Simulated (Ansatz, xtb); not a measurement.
System: P₂ (charge -1, doublet). 
Coordinates optimised at B3LYP-D3(BJ)/def2-TZVP (Ansatz, a first-principles code):
```
P
P 1 1.9824
```
Charge -1, spin multiplicity 2.

Harmonic wavenumbers from GFN2-xTB (xtb, at its own minimum), cm⁻¹: 777.

Task: Give the harmonic wavenumbers at B3LYP-D3(BJ)/def2-TZVP (Ansatz, finite differences of forces, unscaled).

Result: 676 cm⁻¹. Zero-point energy 1.0 kcal/mol.

Task: From these and the geometry, give the ideal-gas thermochemistry at 298.15 K and 1 atm (rigid rotor, harmonic oscillator).

Result: Point group D∞h, rotational symmetry number 2. Rotational constants 8.303, 8.303 GHz. S(trans) 38.29, S(rot) 13.76, S(vib) 0.34, S(elec, spin only) 1.38, S 53.8 cal/(mol K). H(298) - H(0) 2.15 kcal/mol; G - E(el) -12.9 kcal/mol.
